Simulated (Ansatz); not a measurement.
Geometry optimisation, Ansatz 0.2.0, UHF/def2-SVP.

Input file:

```yaml
crystal:
  periodic: [false, false, false]
  atoms:
    - { symbol: Si, position_ang: [0.0312, 0.008134, -0.405517] }
    - { symbol: F, position_ang: [-0.094738, -0.026109, 2.402731] }
    - { symbol: H, position_ang: [1.415171, 0.003227, -0.946467] }
    - { symbol: H, position_ang: [-0.684374, 1.216948, -0.888614] }
    - { symbol: H, position_ang: [-0.685004, -1.208018, -0.86858] }
    - { symbol: C, position_ang: [-0.011777, -0.003089, 3.748654] }
    - { symbol: H, position_ang: [-0.542478, -0.861194, 4.158394] }
    - { symbol: H, position_ang: [1.034222, -0.045371, 4.048573] }
    - { symbol: H, position_ang: [-0.460722, 0.915373, 4.123726] }
magnetization:
  spin_polarized: true
  initial_magnetization: 1
basis:
  gaussian: { orbitals: def2-SVP }
hamiltonian:
  xc: hf
relax:
  f_tol: 0.03
  max_steps: 50
```

Command:

```bash
$ ansatz run input.yaml --threads 2 --pin off --max-ram 3072MiB --backend cpu --events-out ev --progress --plain --runs-dir out
```

Problem. Where does it end, and by what steps?

Solution. It converged. The force dipped under the threshold on the way, but the program's further checks kept it going. After 21 steps the energy has fallen by 0.256 eV; H3 moved furthest, 1.00 Å.

```
step  energy less start (eV)  largest force component (eV/Å)  accepted
   0                  0.0000                           0.641       yes
   1                 -0.1290                           0.136       yes
   2                 -0.1894                           0.056       yes
   3                 -0.2080                           0.133       yes
   4                 -0.1562                           1.965        no
   5                 -0.2125                           0.104       yes
   6                 -0.2155                           0.041       yes
   7                 -0.2183                           0.019       yes
   8                 -0.2192                           0.236       yes
   9                 -0.2210                           0.051       yes
  10                 -0.2250                           0.029       yes
  11                 -0.2272                           0.077       yes
  12                 -0.2279                           0.308       yes
  13                 -0.2337                           0.188       yes
  14                 -0.2387                           0.236       yes
  15                 -0.2474                           0.153       yes
  16                 -0.2531                           0.123       yes
  17                 -0.2544                           0.068       yes
  18                 -0.2553                           0.045       yes
  19                 -0.2554                           0.036       yes
  20                 -0.2556                           0.024       yes
  21                 -0.2557                           0.023       yes
```

```xyz
9
Properties=species:S:1:pos:R:3
Si 0.445 0.006 -0.531
F -0.792 -0.047 2.553
H 1.063 0.031 -1.880
H -0.386 1.212 -0.320
H -0.335 -1.238 -0.341
C -0.129 0.000 3.738
H -0.433 -0.847 4.352
H 0.943 -0.047 3.552
H -0.373 0.930 4.250
```

The run took 13 s on 2 threads of AMD EPYC 7R43 64-Core Processor (Zen 3), on a shared host, peak memory 0.15 GiB.
